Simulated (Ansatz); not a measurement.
**How far each method lies from UCCSDT(Q) for AlGa$_{2}$H (H-bridged), triplet**

Geometry: a PBE0/def2-TZVP stationary point for this spin, not checked as a minimum.

| atom | x (Å) | y (Å) | z (Å) |
| --- | --- | --- | --- |
| Ga | -0.0044 | 0.3364 | 1.5090 |
| Al | -0.0226 | -1.7250 | 0.0000 |
| Ga | -0.0044 | 0.3364 | -1.5090 |
| H | 1.2155 | -0.3558 | 0.0000 |

Basis cc-pVDZ; Ansatz 0.2.0. Only valence electrons are correlated (noble-gas cores and the filled d shells of p-block atoms frozen), which leaves 10 electrons in 44 orbitals. Prefix R: restricted or restricted open-shell reference; prefix U: unrestricted. Active spaces: frontier = (10e, 10o) about the gap. No spin–orbit coupling is included, and no scalar relativity.

Full CI isn't at hand for all of this; UCCSDT(Q) serves as the reference, and is uncertain by about the last step of the cluster series. The frozen core follows each run's orbitals, which can shift R against U totals by a few meV for light atoms and by up to 0.1 eV past Ca.

The UHF ⟨S²⟩ is 2.086, the T1 diagnostic (RCCSD) is 0.0344 and the largest doubles amplitude (RCCSD) is 0.056. The T1 diagnostic (UCCSD) is 0.0370.

```json
{"level": "UHF", "E − E(UCCSDT(Q)) (kJ/mol)": "542.2", "share of correlation (%)": "4.31", "wall time": "–"}
{"level": "UMP2", "E − E(UCCSDT(Q)) (kJ/mol)": "135.9", "share of correlation (%)": "76.02", "wall time": "–"}
{"level": "UCCSD", "E − E(UCCSDT(Q)) (kJ/mol)": "36.1", "share of correlation (%)": "93.64", "wall time": "–"}
{"level": "UCCSD(T)", "E − E(UCCSDT(Q)) (kJ/mol)": "7.8", "share of correlation (%)": "98.62", "wall time": "45 s"}
{"level": "UCCSDT", "E − E(UCCSDT(Q)) (kJ/mol)": "2.5", "share of correlation (%)": "99.56", "wall time": "–"}
```

The correlation energy at UCCSDT(Q), counted from RHF, is -5.872 eV. That run took 95 s on 1 thread of Arm Neoverse V2, shared host.

Run but not shown, since their state or frozen core can't be matched to the reference's or they repeat it: RHF, RMP2, RCCSD, RCCSD(T), BCCD(T), RCCSDT, RCCSDT(Q), CASSCF (frontier space), NEVPT2 (frontier space).

Times hold each run's SCF and search for its determinant on a shared host, so for small cases they say little of a method's own cost; they ran on 1 thread of Arm Neoverse V2.
